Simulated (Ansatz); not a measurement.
Reaction: CHBrF2 (bromo(difluoro)methane, SMILES FC(F)Br) → CHF2 (SMILES F[CH]F, doublet) + Br (doublet) (the Br-C bond breaks)
Each species at its own B3LYP-D3(BJ)/def2-TZVP minimum (Ansatz, a quantum-chemistry and plane-wave program).

Total energies in hartree (Ansatz). UHF or UKS for unpaired electrons; spin-orbit terms are left out. Correlated methods leave the cores frozen (noble-gas shells, and filled d and f shells in the p block). No relativity. Spin-orbit terms, left out, reach several kcal/mol for Br and I, and more for heavier atoms.

```csv
species,HF/cc-pVTZ,CCSD(T)/cc-pVTZ,HF/cc-pVQZ,CCSD(T)/cc-pVQZ,CCSD(T)/cc-pVDZ,CCSDT(Q)/cc-pVDZ
"1: CHBrF2 (bromo(difluoro)methane, SMILES FC(F)Br)",-2809.86966,-2810.74385,-2809.89186,-2810.84170,-2810.36691,-2810.36891
"2: CHF2 (SMILES F[CH]F, doublet)",-237.36012,-238.02815,-237.37981,-238.10338,-237.78610,-237.78775
3: Br (doublet),-2572.44509,-2572.60263,-2572.44802,-2572.62195,-2572.47590,-2572.47619
```

**Question.** Work out the bond dissociation energy (electronic) in kcal/mol: take Hartree-Fock from cc-pVQZ, extrapolate the CCSD(T) correlation energy as X^-3 (X = 3, 4), and add CCSDT(Q) - CCSD(T) in cc-pVDZ. 1 hartree = 627.51 kcal/mol.

**Answer.** 
Species 1: correlation (64·(-0.94984) - 27·(-0.87419))/37 = -1.00504; step -0.00200; E1 = -2809.89186 + (-1.00504) + (-0.00200) = -2810.89890
Species 2: correlation (64·(-0.72357) - 27·(-0.66803))/37 = -0.76410; step -0.00165; E2 = -237.37981 + (-0.76410) + (-0.00165) = -238.14556
Species 3: correlation (64·(-0.17393) - 27·(-0.15754))/37 = -0.18589; step -0.00029; E3 = -2572.44802 + (-0.18589) + (-0.00029) = -2572.63420
-1·E1 +1·E2 +1·E3 = 0.11914 hartree = 74.8 kcal/mol.
